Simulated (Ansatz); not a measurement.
This geometry of ClH + FH3Si (7 atoms, charge 0, multiplicity 1) is a first-order saddle point.

Level of theory: Ansatz 0.2.0, RKS PBE0-D4/def2-SVP.

```xyz
7
Properties=species:S:1:pos:R:3
Si -0.190 0.038 -0.084
F -0.027 -0.299 1.815
H 1.288 0.242 0.004
H -0.629 1.151 -0.970
H -0.487 -1.316 -0.605
Cl -2.351 0.318 1.012
H -1.074 -0.134 1.926
```

**Question.** Which two structures does it join? (They come from a converged band through this point; their orientation in space is the band's.)

**Answer.** Bonds broken: Si1–F2, Cl6–H7. Bonds formed: Si1–Cl6, F2–H7. ClH + FH3Si becomes ClH3Si + FH.

First end point:

```xyz
7
Properties=species:S:1:pos:R:3
Si 0.266 0.000 -0.133
F 0.097 0.000 1.500
H 1.727 0.000 -0.414
H -0.378 1.230 -0.662
H -0.378 -1.230 -0.662
Cl -3.014 0.000 1.525
H -1.790 0.000 1.943
```

Last end point:

```xyz
7
Properties=species:S:1:pos:R:3
Si -0.334 0.255 -0.392
F -0.213 -1.020 2.398
H 0.898 0.737 0.280
H -0.514 0.933 -1.704
H -0.352 -1.219 -0.559
Cl -1.984 0.807 0.777
H -0.973 -0.493 2.298
```

**Question.** How far does it lie above each of them?

**Answer.** 1.33 eV above the first and 1.09 eV above the second. This is the barrier of this one path; another mechanism may lie lower. The orbitals stay closed-shell, which can raise the energy where a bond breaks towards radicals; this wasn't checked here.

The run took 2.3 min on 1 thread of Intel(R) Xeon(R) CPU @ 2.60GHz (Ice Lake), on a shared host, peak memory 0.15 GiB.
